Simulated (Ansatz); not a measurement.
in.yaml

```yaml
crystal:
  periodic: [false, false, false]
  atoms:
    - {symbol: Ge, position_ang: [0.000000, 0.000000, 0.000000]}
    - {symbol: B, position_ang: [0.000000, 0.000000, 2.564000]}
basis:
  gaussian: {orbitals: cc-pVTZ}
total_charge: 1
magnetization: {spin_polarized: false}
correlation: {method: ccsdt_q, electrons: outside_noble_gas}
```

```sh
$ ansatz run in.yaml --threads 1 --pin off --events-out ev --progress --plain --max-ram 2624MiB --backend cpu
```

Log:

```
792 factors; integrals over basis functions are off by at most 1.6e-7 eV
mean field evaluation 1: about -57133.6794 eV, gradient 7.7e0 eV
mean field evaluation 2: about -57133.7021 eV, gradient 7.7e0 eV
mean field evaluation 4: about -57134.0051 eV, gradient 7.9e-1 eV
mean field evaluation 8: about -57134.0107 eV, gradient 1.9e-3 eV
mean field evaluation 16: about -57134.0034 eV, gradient 9.5e-1 eV
mean field evaluation 32: about -57132.5893 eV, gradient 1.4e0 eV
mean field evaluation 64: about -57128.7550 eV, gradient 3.8e0 eV
mean field evaluation 96: about -57132.4377 eV, gradient 1.1e-2 eV
mean field evaluation 128: about -57132.4376 eV, gradient 4.5e-2 eV
mean field evaluation 160: about -57114.3540 eV, gradient 1.8e1 eV
...
cycle  12  -4.42195870 eV  change   -2.1e-4 eV  update   1.8e-4
cycle  13  -4.42221221 eV  change   -2.5e-4 eV  update   8.5e-5
cycle  14  -4.42224620 eV  change   -3.4e-5 eV  update   3.3e-5
cycle  15  -4.42221040 eV  change    3.6e-5 eV  update   1.6e-5
cycle  16  -4.42219580 eV  change    1.5e-5 eV  update   8.2e-6
cycle  17  -4.42219674 eV  change   -9.4e-7 eV  update   4.4e-6
cycle  18  -4.42219858 eV  change   -1.8e-6 eV  update   2.6e-6
cycle  19  -4.42220101 eV  change   -2.4e-6 eV  update   1.3e-6
cycle  20  -4.42220264 eV  change   -1.6e-6 eV  update   7.4e-7
cycle  21  -4.42220265 eV  change   -8.3e-9 eV  update   4.0e-7
perturbative correction -0.01479781 eV, -0.0005438093 hartree
Total energy: -57138.44771298 eV, -2099.7992236210 hartree
```

For the same geometry and basis full CI lies 6.3 meV lower.

Ran on 1 thread of AMD EPYC 7R13, shared host: 9.5 s wall, 0.27 GiB peak host memory.
